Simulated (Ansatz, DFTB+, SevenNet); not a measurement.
# hcp Zr, elastic constant C11

Reference value: 155 GPa (measured, 4 K, not corrected to a static lattice; as tabulated in Clouet (2012), arXiv:1210.1082).

**Question.** Put these levels in order of the elastic constant C11 that they give for hcp Zr, smallest first: GFN1-xTB (DFTB+), HSE06 (Ansatz, a program for electronic structure), PBE (Ansatz), SevenNet-l3i5 (SevenNet), r²SCAN (Ansatz).

**Answer.** GFN1-xTB (48.0 GPa), SevenNet-l3i5 (114 GPa), PBE (143 GPa), r²SCAN (153 GPa), HSE06 (164 GPa)

Unless a cell is named, each level is at its own relaxed cell (GFN1-xTB 41.08, SevenNet-l3i5 23.48, PBE 23.39, r²SCAN 23.50, HSE06 23.49 Å³/atom).

Differences against the reference: GFN1-xTB -69 %, SevenNet-l3i5 -26 %, PBE -7.7 %, r²SCAN -1.3 %, HSE06 +5.8 %.

The reference has no zero-point or thermal correction, while the calculations are for a static lattice, so the differences are not the levels' errors alone.  GFN1-xTB: the relaxed volume lies over a fifth from the starting cell. GFN1-xTB: the method was fitted mainly to molecules. HSE06: hybrids on metals are sensitive to the k mesh. Each level is taken at its own relaxed cell. Cutoffs and k meshes differ between the levels. Ansatz's density-functional and Hartree–Fock values are scalar-relativistic unless marked +SOC, with PAW data made under PBE.

Machine-learned potentials (SevenNet-l3i5) are trained on DFT data, which may include these solids.

Differences are worked out from the printed values.
